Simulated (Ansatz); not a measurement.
# CH3+: one structure at several levels

An exercise on one series of results from a longer session: the logs are not shown, and one member is left open.

Program: Ansatz 0.2.0, Gaussian basis. Level of theory: single points in def2-TZVPP. These are calculated values, not measurements.

Cores are frozen in the correlated methods.

### Starting geometry

SMILES `[CH3+]`, 4 atoms, charge 1, spin multiplicity 1.

Atoms are counted from 1 here; the program's logs count them from 0.

Bond lengths: C1–H2 1.171 Å, C1–H3 1.142 Å, C1–H4 1.146 Å. Angles: H2–C1–H3 121.1°, H2–C1–H4 116.1°, H3–C1–H4 122.3°.

Geometry (Å):

```xyz
4
CH3
C    -0.0258    0.0391   -0.0956
H     0.3329    0.6690    0.8247
H    -1.0938    0.1289   -0.4911
H     0.7016   -0.7625   -0.4718
```

The first run:

Input file run/in.yaml:

```yaml
crystal:
  periodic: [false, false, false]
  atoms:
    - {symbol: C, position_ang: [-0.025800, 0.039100, -0.095600]}
    - {symbol: H, position_ang: [0.332900, 0.669000, 0.824700]}
    - {symbol: H, position_ang: [-1.093800, 0.128900, -0.491100]}
    - {symbol: H, position_ang: [0.701600, -0.762500, -0.471800]}
basis:
  gaussian: {orbitals: def2-TZVPP}
total_charge: 1
correlation: {method: ccsd_t}
output: {forces: true}
```

On the command line:

```bash
ansatz run in.yaml --threads 4 --pin off --events-out ev --progress --plain --max-ram 5222MiB
```

Among the steps run: CCSD(T)/def2-TZVPP; PBE0-D4/def2-TZVPP; wB97M-V/def2-TZVPP; r2SCAN-D4/def2-TZVPP; PBE-D4/def2-TZVPP; revPBE-D4/def2-TZVPP; r2SCAN0-D4/def2-TZVPP.

One of the session's tables, all rows but one given; the rest of the session is left out.

```
    method  RMS force component (eV/Å)  angle to CCSD(T) forces (°)
   CCSD(T)                       1.009                    reference
   PBE0-D4                       0.978                          0.8
   wB97M-V                       1.011                          0.5
 r2SCAN-D4                       0.984                          0.6
    PBE-D4                       0.846                          4.1
 revPBE-D4                       0.847                          4.2
r2SCAN0-D4                           ?                            ?
```

**Question.** Estimate the row for r2SCAN0-D4.

The run gave: RMS force component (eV/Å): 1.069; angle to CCSD(T) forces (°): 1.1. In the column «RMS force component (eV/Å)» it is the highest.
